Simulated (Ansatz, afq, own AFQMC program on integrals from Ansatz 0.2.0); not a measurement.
**NHO (triplet): AFQMC on the coupled-cluster ladder at angle O2–N1–H3 = 120.0°, cc-pVDZ**

How near does AFQMC come to the top of the ladder for NHO (triplet)?

Computed with Ansatz 0.2.0, Gaussian basis, and an in-house AFQMC program (afq) on its integrals; all values are calculated. Level: cc-pVDZ, frozen cores.

To be run: PBE (unrestricted); r2SCAN (unrestricted); PBE0 (unrestricted); B3LYP (unrestricted); wB97M-V (unrestricted); B2PLYP (unrestricted); CCSD(T) on UHF; CCSDT(Q) on UHF; Phaseless AFQMC, CISD trial on UHF; Phaseless AFQMC, single-determinant trial on UHF; Free-projection AFQMC, CISD trial on UHF.

### 1 The system

The geometry derives from a PBE0/def2-TZVP stationary point (not a proven minimum). One angle is set to the value named; bond lengths are kept.

3 atoms, charge 0, spin multiplicity 3.

Atoms are counted from 1 here; the program's logs count them from 0.

Bond lengths: N1–O2 1.213 Å, N1–H3 1.028 Å. Angles: O2–N1–H3 120.0°.

Geometry (Å):

```xyz
3
HNO
N     0.0000   -0.1231    0.5972
O     0.0000    0.0652   -0.6011
H     0.0000    0.6766    1.2433
```

### 2 PBE (unrestricted)

Contents of in.yaml:

```yaml
crystal:
  periodic: [false, false, false]
  atoms:
    - {symbol: N, position_ang: [0.000000, -0.123149, 0.597204]}
    - {symbol: O, position_ang: [0.000000, 0.065186, -0.601149]}
    - {symbol: H, position_ang: [0.000000, 0.676603, 1.243294]}
basis:
  gaussian: {orbitals: cc-pVDZ}
magnetization: {spin_polarized: true, initial_magnetization: 2}
hamiltonian: {xc: {name: PBE}}
output: {orbitals: {seedname: orbitals}}
```

Command:

```console
> ansatz run in.yaml --threads 1 --pin off --events-out ev --progress --plain --max-ram 1382MiB
```

Log:

```text
Functional definition: PBE
  name "PBE"
  cite "Perdew, Burke & Ernzerhof, Phys. Rev. Lett. 77, 3865 (1996) doi:10.1103/PhysRevLett.77.3865"
  parent pbe
  parameter kappa = 0.804
  parameter beta = 0.06672455060314922
  exchange = pbe_x(kappa = kappa, mu = beta*pi^2/3)
  correlation = pbe_c(beta = beta)
391 factors; their error is unknown
mean field evaluation 1: about -3544.9030 eV, gradient 1.9e1 eV
mean field evaluation 2: about -3543.8672 eV, gradient 2.5e1 eV
mean field evaluation 4: about -3546.4664 eV, gradient 1.8e0 eV
mean field evaluation 8: about -3546.4574 eV, gradient 7.9e-3 eV
mean field -3546.45737945 eV, -130.3299048195 hartree, gradient 1.3e-5 eV, S^2 2.002665; 0 other end points of the search recorded, 0 dependent functions left out
reference -3546.45739434 eV, -130.3299053667 hartree; 9, 7 occupied and 24, 26 virtual orbitals, 391 factors
Total energy: -3546.45739434 eV, -130.3299053667 hartree
```

Run time: 0.3 s. Hardware: 1 thread of Intel Xeon 6975P-C (Granite Rapids), shared host.

From the report: ⟨S²⟩ of the determinant 2.003 (pure triplet: 2.00).

### 3 r2SCAN (unrestricted)

in.yaml, as its differences from that of step 2:

```diff
@@ -9,3 +9,2 @@
 magnetization: {spin_polarized: true, initial_magnetization: 2}
-hamiltonian: {xc: {name: PBE}}
-output: {orbitals: {seedname: orbitals}}
+hamiltonian: {xc: {name: r2SCAN}}
```

Same command.

Log:

```text
Functional definition: r2SCAN
  name "r2SCAN"
  cite "Furness, Kaplan, Ning, Perdew & Sun, J. Phys. Chem. Lett. 11, 8208 (2020) doi:10.1021/acs.jpclett.0c02405"
  cite "Furness, Kaplan, Ning, Perdew & Sun, J. Phys. Chem. Lett. 11, 9248 (2020) doi:10.1021/acs.jpclett.0c03077"
  parent r2scan
  parameter k0 = 0.174
  parameter k1 = 0.065
  parameter a1 = 4.9479
  exchange = r2scan_x(k0 = k0, k1 = k1, a1 = a1)
  correlation = r2scan_c
391 factors; their error is unknown
mean field evaluation 1: about -3547.2714 eV, gradient 1.7e1 eV
mean field evaluation 2: about -3547.1615 eV, gradient 1.8e1 eV
mean field evaluation 4: about -3548.4628 eV, gradient 2.0e0 eV
mean field evaluation 8: about -3548.4592 eV, gradient 1.1e-2 eV
mean field -3548.45918732 eV, -130.4034699019 hartree, gradient 6.1e-5 eV, S^2 2.006642; 0 other end points of the search recorded, 0 dependent functions left out
reference -3548.45919133 eV, -130.4034700494 hartree; 9, 7 occupied and 24, 26 virtual orbitals, 391 factors
Total energy: -3548.45919133 eV, -130.4034700494 hartree
```

Wall time 0.54 s (1 thread of Intel Xeon 6975P-C (Granite Rapids), shared host).

From the report: ⟨S²⟩ of the determinant 2.007 (pure triplet: 2.00).

### 4 PBE0 (unrestricted)

in.yaml, as its differences from that of step 3:

```diff
@@ -9,2 +9,3 @@
 magnetization: {spin_polarized: true, initial_magnetization: 2}
-hamiltonian: {xc: {name: r2SCAN}}
+hamiltonian: {xc: {name: PBE0}}
+output: {orbitals: {seedname: orbitals}}
```

Same command.

Log:

```text
Functional definition: PBE0
  name "PBE0"
  cite "Adamo & Barone, J. Chem. Phys. 110, 6158 (1999) doi:10.1063/1.478522"
  cite "Perdew, Burke & Ernzerhof, Phys. Rev. Lett. 77, 3865 (1996) doi:10.1103/PhysRevLett.77.3865"
  parent pbe
  parameter a = 0.25
  parameter kappa = 0.804
  parameter beta = 0.06672455060314922
  exchange = (1 - a)*pbe_x(kappa = kappa, mu = beta*pi^2/3) + a*exact_x
  correlation = pbe_c(beta = beta)
309 factors; integrals over basis functions are off by at most 1.3e-3 eV
mean field evaluation 1: about -3545.5166 eV, gradient 1.4e1 eV
mean field evaluation 2: about -3545.8701 eV, gradient 1.1e1 eV
mean field evaluation 4: about -3546.3345 eV, gradient 1.8e0 eV
mean field evaluation 8: about -3546.3438 eV, gradient 3.1e-2 eV
mean field evaluation 16: about -3546.3439 eV, gradient 5.0e-5 eV
mean field -3546.34386343 eV, -130.3257331828 hartree, gradient 5.0e-5 eV, S^2 2.006187; 0 other end points of the search recorded, 0 dependent functions left out
reference -3546.34387381 eV, -130.3257335644 hartree; 9, 7 occupied and 24, 26 virtual orbitals, 309 factors
Total energy: -3546.34387381 eV, -130.3257335644 hartree
```

Wall time 0.3 s (1 thread of Intel Xeon 6975P-C (Granite Rapids), shared host).

From the report: ⟨S²⟩ of the determinant 2.006 (pure triplet: 2.00).

### 5 B3LYP (unrestricted)

in.yaml, as its differences from that of step 4:

```diff
@@ -9,3 +9,2 @@
 magnetization: {spin_polarized: true, initial_magnetization: 2}
-hamiltonian: {xc: {name: PBE0}}
-output: {orbitals: {seedname: orbitals}}
+hamiltonian: {xc: {name: B3LYP}}
```

The command is unchanged.

Log, cut to the lines that bear on the results:

```text
Functional definition: B3LYP
  name "B3LYP"
  cite "Stephens, Devlin, Chabalowski & Frisch, J. Phys. Chem. 98, 11623 (1994) doi:10.1021/j100096a001"
  cite "Becke, Phys. Rev. A 38, 3098 (1988) doi:10.1103/PhysRevA.38.3098"
  cite "Lee, Yang & Parr, Phys. Rev. B 37, 785 (1988) doi:10.1103/PhysRevB.37.785"
  cite "Vosko, Wilk & Nusair, Can. J. Phys. 58, 1200 (1980) doi:10.1139/p80-159"
[...]
309 factors; integrals over basis functions are off by at most 1.3e-3 eV
[...]
mean field -3550.10073999 eV, -130.4637958500 hartree, gradient 4.1e-5 eV, S^2 2.005576; 0 other end points of the search recorded, 0 dependent functions left out
reference -3550.10085719 eV, -130.4638001570 hartree; 9, 7 occupied and 24, 26 virtual orbitals, 309 factors
Total energy: -3550.10085719 eV, -130.4638001570 hartree
```

Wall time 0.3 s (1 thread of Intel Xeon 6975P-C (Granite Rapids), shared host).

From the report: ⟨S²⟩ of the determinant 2.006 (pure triplet: 2.00).

### 6 wB97M-V (unrestricted)

in.yaml, as its differences from that of step 5:

```diff
@@ -9,2 +9,3 @@
 magnetization: {spin_polarized: true, initial_magnetization: 2}
-hamiltonian: {xc: {name: B3LYP}}
+hamiltonian: {xc: {name: wB97M-V}}
+output: {orbitals: {seedname: orbitals}}
```

Launched as before.

Log, cut to the lines that bear on the results:

```text
Functional definition: wB97M-V
  name "wB97M-V"
  cite "Mardirossian & Head-Gordon, J. Chem. Phys. 144, 214110 (2016) doi:10.1063/1.4952647"
  cite "Becke, J. Chem. Phys. 107, 8554 (1997) doi:10.1063/1.475007"
  cite "Vydrov & Van Voorhis, J. Chem. Phys. 133, 244103 (2010) doi:10.1063/1.3521275"
  # Of w^i u^j: cxij and so on, Table III.
[...]
  gx(w, u) = 1 - cx + cx01*u + cx10*w
  gss(w, u) = css00 + css04*u^4 + css10*w + css20*w^2 + css43*w^4*u^3
  gos(w, u) = cos00 + cos10*w + (cos20 + cos21*u)*w^2 + (cos60 + cos61*u)*w^6
[...]
      + integral(e_c_pw_mod_opposite_spin*gos(b97_w_opposite, b97_u_opposite)) + vv10(b, c)
309 factors; integrals over basis functions are off by at most 1.3e-3 eV
75 factors; integrals over basis functions are off by at most 7.5e-6 eV
[...]
mean field -3548.92796218 eV, -130.4206970603 hartree, gradient 5.8e-5 eV, S^2 2.005344; 0 other end points of the search recorded, 0 dependent functions left out
reference -3548.92797807 eV, -130.4206976442 hartree; 9, 7 occupied and 24, 26 virtual orbitals, 309 factors
Total energy: -3548.92797807 eV, -130.4206976442 hartree
```

It took 0.9 s on 1 thread of Intel Xeon 6975P-C (Granite Rapids), shared host.

From the report: ⟨S²⟩ of the determinant 2.005 (pure triplet: 2.00).

### 7 B2PLYP (unrestricted)

in.yaml, as its differences from that of step 6:

```diff
@@ -9,3 +9,3 @@
 magnetization: {spin_polarized: true, initial_magnetization: 2}
-hamiltonian: {xc: {name: wB97M-V}}
-output: {orbitals: {seedname: orbitals}}
+hamiltonian: {xc: {name: B2PLYP}}
+correlation: {electrons: outside_noble_gas}
```

Same command.

Log, cut to the lines that bear on the results:

```text
Functional definition: B2PLYP
  name "B2PLYP"
  cite "Grimme, J. Chem. Phys. 124, 034108 (2006) doi:10.1063/1.2148954"
  cite "Becke, Phys. Rev. A 38, 3098 (1988) doi:10.1103/PhysRevA.38.3098"
  cite "Lee, Yang & Parr, Phys. Rev. B 37, 785 (1988) doi:10.1103/PhysRevB.37.785"
[...]
309 factors; integrals over basis functions are off by at most 1.3e-3 eV
[...]
mean field -3544.08316850 eV, -130.2426541765 hartree, gradient 1.0e-6 eV, S^2 2.012648; 0 other end points of the search recorded, 0 dependent functions left out
2 core orbitals not correlated: weight in the atoms' cores, before any rotation towards them, 1.000 or more for the frozen orbitals, at most 0.000 for the correlated occupied ones
reference -3544.08324021 eV, -130.2426568117 hartree; 7, 5 occupied and 24, 26 virtual orbitals, 309 factors
second order -10.70723013 eV of doubles, -0.00000000 eV of singles
Total energy: -3546.97419234 eV, -130.3488973432 hartree
```

Run time: 0.36 s. Hardware: 1 thread of Intel Xeon 6975P-C (Granite Rapids), shared host.

From the report: ⟨S²⟩ of the determinant 2.013 (pure triplet: 2.00).

### 8 CCSD(T) on UHF

in.yaml, as its differences from that of step 7:

```diff
@@ -9,3 +9,2 @@
 magnetization: {spin_polarized: true, initial_magnetization: 2}
-hamiltonian: {xc: {name: B2PLYP}}
-correlation: {electrons: outside_noble_gas}
+correlation: {method: ccsd_t, electrons: outside_noble_gas, hamiltonian_folder: ham}
```

Launched as before.

Log, cut to the lines that bear on the results:

```text
Functional definition: HF
  name "HF"
  cite "Fock, Z. Phys. 61, 126 (1930) doi:10.1007/BF01340294"
  parent pbe
[...]
309 factors; integrals over basis functions are off by at most 1.3e-3 eV
[...]
mean field -3532.09633861 eV, -129.8021463031 hartree, gradient 1.1e-6 eV, S^2 2.025807; 0 other end points of the search recorded, 0 dependent functions left out
2 core orbitals not correlated: weight in the atoms' cores, before any rotation towards them, 1.000 or more for the frozen orbitals, at most 0.000 for the correlated occupied ones
reference -3532.09633861 eV, -129.8021463031 hartree; 7, 5 occupied and 24, 26 virtual orbitals, 309 factors
second order -8.46251928 eV of doubles, -0.00000000 eV of singles
cycle   1  -8.58798490 eV  change   -1.3e-1 eV  update   7.9e-2
[...]
cycle  11  -8.99184204 eV  change   -3.4e-6 eV  update   7.1e-6
perturbative correction -0.24394184 eV, -0.0089646973 hartree
Total energy: -3541.33212249 eV, -130.1415551003 hartree
```

Run time: 0.45 s. Hardware: 1 thread of Intel Xeon 6975P-C (Granite Rapids), shared host.

From the report: ⟨S²⟩ of the determinant 2.026 (pure triplet: 2.00); correlation -9.2358 eV; T1 0.032; largest double amplitude 0.09.

This run also writes the integrals to the folder ham.

### 9 CCSDT(Q) on UHF

in.yaml, as its differences from that of step 8:

```diff
@@ -9,2 +9,2 @@
 magnetization: {spin_polarized: true, initial_magnetization: 2}
-correlation: {method: ccsd_t, electrons: outside_noble_gas, hamiltonian_folder: ham}
+correlation: {method: ccsdt_q, electrons: outside_noble_gas}
```

Launched as before.

Log, cut to the lines that bear on the results:

```text
Functional definition: HF
  name "HF"
  cite "Fock, Z. Phys. 61, 126 (1930) doi:10.1007/BF01340294"
  parent pbe
[...]
568 factors; integrals over basis functions are off by at most 2.0e-7 eV
[...]
mean field -3532.09640641 eV, -129.8021487946 hartree, gradient 1.1e-6 eV, S^2 2.025807; 0 other end points of the search recorded, 0 dependent functions left out
2 core orbitals not correlated: weight in the atoms' cores, before any rotation towards them, 1.000 or more for the frozen orbitals, at most 0.000 for the correlated occupied ones
reference -3532.09640641 eV, -129.8021487946 hartree; 7, 5 occupied and 24, 26 virtual orbitals, 568 factors
second order -8.46252941 eV of doubles, -0.00000000 eV of singles
cycle   1  -8.58797870 eV  change   -1.3e-1 eV  update   8.7e-2
[...]
cycle  16  -9.24997224 eV  change    4.2e-7 eV  update   4.6e-7
perturbative correction -0.03447485 eV, -0.0012669273 hartree
Total energy: -3541.38085350 eV, -130.1433459319 hartree
```

Run time: 8.5 s. Hardware: 1 thread of Intel Xeon 6975P-C (Granite Rapids), shared host; peak memory 0.3 GiB.

From the report: ⟨S²⟩ of the determinant 2.026 (pure triplet: 2.00); correlation -9.2844 eV; T1 0.033; largest double amplitude 0.10.

### 10 Phaseless AFQMC, CISD trial on UHF

It reads the integrals that the CCSD(T) run on this determinant wrote.

Command:

```console
> afq ham --method phaseless --trial cisd --walkers 60 --populations 1 --least-time 40 --time-step 0.005 --steps-per-block 50 --equilibration-blocks 28 --max-blocks 300 --target-error 0.00042 --factor-cut 1e-05 --start spin_pure --seed 8336 --release-times 0.24,0.51,0.99,1.62,2.4 --release-step 0.03 --release-every 4 --taylor-order 6
```

Log:

```text
orbitals 31  electrons 7 5  factors 231 of 309
reference energy -129.80214630 Eh
CCSD correlation -0.33044399 Eh in 12 cycles, weight of the determinant in the CISD state 0.8837
energy of the start -130.131285 Eh
 block  time / (1/Eh)  mean weight  energy / Eh
     1     0.250  1.0023  -130.128749
     2     0.500  0.9997  -130.133471
     3     0.750  0.9980  -130.135226
     4     1.000  1.0013  -130.142235
     5     1.250  0.9993  -130.140996
     6     1.500  1.0025  -130.135111
     7     1.750  0.9997  -130.141079
     8     2.000  1.0008  -130.147661
     9     2.250  1.0006  -130.144104
    10     2.500  0.9980  -130.138001
    17     4.250  1.0008  -130.137322
    25     6.250  1.0020  -130.144337
    33     8.250  0.9975  -130.133948
    41    10.250  0.9996  -130.146338
    49    12.250  1.0007  -130.142425
    57    14.250  0.9995  -130.143202
    65    16.250  1.0057  -130.150449
    73    18.250  0.9988  -130.150492
    81    20.250  1.0009  -130.134869
    89    22.250  0.9980  -130.145779
    97    24.250  1.0044  -130.132400
   105    26.250  1.0020  -130.144109
   113    28.250  1.0039  -130.136647
   121    30.250  0.9979  -130.142987
   129    32.250  1.0025  -130.143536
   137    34.250  1.0019  -130.137531
   145    36.250  1.0011  -130.143423
   153    38.250  1.0004  -130.140210
   161    40.250  1.0018  -130.147046
   169    42.250  1.0038  -130.149182
   177    44.250  1.0006  -130.138030
   185    46.250  0.9984  -130.135088
   193    48.250  1.0023  -130.153497
   201    50.250  1.0007  -130.138657
   209    52.250  1.0060  -130.152162
   217    54.250  0.9992  -130.153582
   225    56.250  0.9945  -130.167213
   233    58.250  1.0019  -130.140549
   241    60.250  0.9975  -130.149195
   249    62.250  0.9973  -130.141065
   257    64.250  0.9994  -130.146022
   265    66.250  0.9986  -130.140315
   273    68.250  0.9988  -130.141041
   281    70.250  1.0006  -130.136632
   289    72.250  0.9983  -130.137914
   297    74.250  1.0011  -130.134366
   305    76.250  1.0012  -130.145721
   313    78.250  0.9967  -130.138585
   321    80.250  1.0036  -130.140844
blocks merged  error / Eh  count
     1  0.000436  300
     2  0.000521  150
     4  0.000594  75
     8  0.000646  37
    16  0.000683  18
    32  0.000640  9
released: time / (1/Eh)  energy / Eh  error  mean overlap
  0.24  -130.143452  0.000712  0.9873
  0.51  -130.143175  0.000569  0.9782
  0.99  -130.143507  0.000681  0.9636
  1.62  -130.144709  0.000971  0.9281
  2.40  -130.143527  0.000992  0.9395
energy -130.142001 +/- 0.000683 Eh
```

Run time: 3.8 min. Hardware: 1 thread of Intel Xeon 6975P-C (Granite Rapids), shared host.

Energy -3541.3443 ± 0.0186 eV. Caveats: constraint bias not in the error; error above the target.

### 11 Phaseless AFQMC, single-determinant trial on UHF

It reads the integrals that the CCSD(T) run on this determinant wrote.

Command:

```console
> afq ham --method phaseless --trial hf --walkers 120 --populations 1 --least-time 40 --time-step 0.005 --steps-per-block 20 --equilibration-blocks 112 --max-blocks 600 --target-error 0.00126 --factor-cut 1e-05 --start spin_pure --seed 1203 --taylor-order 6
```

Log:

```text
orbitals 31  electrons 7 5  factors 231 of 309
reference energy -129.80214630 Eh
CCSD correlation -0.33044399 Eh in 12 cycles, weight of the determinant in the CISD state 0.8837
energy of the start -129.802812 Eh
 block  time / (1/Eh)  mean weight  energy / Eh
     1     0.100  1.0007  -129.912444
     2     0.200  1.0020  -129.976245
     3     0.300  1.0052  -130.036220
     4     0.400  1.0054  -130.051373
     5     0.500  1.0011  -130.056903
     6     0.600  1.0010  -130.065608
     7     0.700  0.9968  -130.089587
     8     0.800  0.9997  -130.083578
     9     0.900  0.9993  -130.091852
    10     1.000  0.9998  -130.120974
    18     1.800  1.0007  -130.146571
    35     3.500  0.9990  -130.162510
    52     5.200  0.9995  -130.087378
    69     6.900  0.9960  -130.117995
    86     8.600  1.0000  -130.138841
   103    10.300  1.0004  -130.167270
   120    12.000  1.0021  -130.123268
   137    13.700  0.9968  -130.108113
   154    15.400  1.0008  -130.120941
   171    17.100  0.9972  -130.211369
   188    18.800  1.0017  -130.112265
   205    20.500  0.9962  -130.123385
   222    22.200  1.0011  -130.127002
   239    23.900  1.0014  -130.127911
   256    25.600  1.0023  -130.134971
   273    27.300  1.0002  -130.146829
   290    29.000  1.0041  -130.105050
   307    30.700  1.0024  -130.150105
   324    32.400  1.0008  -130.171981
   341    34.100  1.0007  -130.131613
   358    35.800  1.0029  -130.159464
   375    37.500  0.9977  -130.140464
   392    39.200  0.9969  -130.158095
   409    40.900  1.0003  -130.145842
   426    42.600  0.9981  -130.103060
   443    44.300  0.9988  -130.149954
   460    46.000  0.9986  -130.090248
   477    47.700  1.0018  -130.128530
   494    49.400  0.9967  -130.108338
   511    51.100  1.0033  -130.159559
   528    52.800  0.9995  -130.111474
   545    54.500  1.0004  -130.196069
   562    56.200  0.9973  -130.149121
   579    57.900  1.0008  -130.132571
   596    59.600  1.0015  -130.114645
   613    61.300  0.9975  -130.133696
   630    63.000  0.9993  -130.214939
   647    64.700  0.9997  -130.086944
   664    66.400  1.0007  -130.124947
   681    68.100  1.0003  -130.104429
   698    69.800  0.9998  -130.155814
blocks merged  error / Eh  count
     1  0.001302  600
     2  0.001726  300
     4  0.002163  150
     8  0.002502  75
    16  0.002830  37
    32  0.002827  18
    64  0.002886  9
energy -130.140792 +/- 0.002830 Eh
```

It took 2.1 min on 1 thread of Intel Xeon 6975P-C (Granite Rapids), shared host.

Energy -3541.3113 ± 0.0770 eV. Caveats: constraint bias not in the error; error above the target.

### 12 Free-projection AFQMC, CISD trial on UHF

It reads the integrals that the CCSD(T) run on this determinant wrote.

Command:

```console
> afq ham --method free --trial cisd --walkers 60 --time-step 0.03 --max-blocks 80 --target-error 0.00042 --factor-cut 1e-05 --seed 2649 --times 0,0.21,0.42,0.81,1.2,1.8,2.4,3 --taylor-order 8
```

Log:

```text
orbitals 31  electrons 7 5  factors 231 of 309
reference energy -129.80214630 Eh
CCSD correlation -0.33044399 Eh in 12 cycles, weight of the determinant in the CISD state 0.8837
repeat  energy at the last time / Eh  error
    10  -130.138479  0.002522
    20  -130.141991  0.002308
    30  -130.143212  0.001831
    40  -130.143284  0.001536
    50  -130.144707  0.001514
    60  -130.144513  0.001377
    70  -130.144784  0.001218
    80  -130.144553  0.001099
time / (1/Eh)  energy / Eh  error  mean overlap
  0.00  -130.132732  0.000346  1.1322
  0.21  -130.139682  0.000356  1.1249
  0.42  -130.141640  0.000439  1.1276
  0.81  -130.142537  0.000464  1.1324
  1.20  -130.141783  0.000450  1.1582
  1.80  -130.143562  0.000628  1.1464
  2.40  -130.142795  0.000722  1.1408
  3.00  -130.144553  0.001099  1.1260
energy -130.144553 +/- 0.001099 Eh
```

Wall time 2.3 min (1 thread of Intel Xeon 6975P-C (Granite Rapids), shared host).

Energy -3541.4137 ± 0.0299 eV. Caveats: remainder of the start not in the error; error above the target.

### 13 All levels side by side

On the UHF determinant, counted from CCSDT(Q) (a yardstick, not exact):

```csv
level,energy (eV),from CCSDT(Q) (meV),statistical error (meV),time
HF,-3532.0963,+9284.5,,
MP2,-3540.5589,+822.0,,
CCSD,-3541.0882,+292.7,,
CCSD(T),-3541.3321,+48.7,,
CCSDT(Q),-3541.3809,0.0,,
"Phaseless AFQMC, CISD trial, step 0.005, 60 walkers",-3541.3443,+36.6,18.6,3.8 min
"Phaseless AFQMC, single-determinant trial, step 0.005, 120 walkers",-3541.3113,+69.5,77.0,2.1 min
"Free-projection AFQMC, CISD trial, step 0.03, 60 walkers",-3541.4137,-32.8,29.9,2.3 min
```

The functionals' totals stand on their own zeros and serve differences with other points: PBE -3546.457 eV; r2SCAN -3548.459 eV; PBE0 -3546.344 eV; B3LYP -3550.101 eV; wB97M-V -3548.928 eV; B2PLYP -3546.974 eV.

### 14 Results

| quantity | value |
| --- | --- |
| CCSD(T) on UHF from CCSDT(Q) | +48.7 meV |
| Phaseless AFQMC, CISD trial on UHF from CCSDT(Q) | +36.6 ± 18.6 meV |
| Phaseless AFQMC, single-determinant trial on UHF from CCSDT(Q) | +69.5 ± 77.0 meV |
| Free-projection AFQMC, CISD trial on UHF from CCSDT(Q) | -32.8 ± 29.9 meV |

On UHF the phaseless walk with the CISD trial lies +36.6 meV from CCSDT(Q), within three error bars. Free projection has no constraint; at the last time it gives -32.8 ± 29.9 meV, and from a start that isn't spin pure other spins can mix in. Error bars are statistical and leave out the constraint, the time step and what remains of the start.
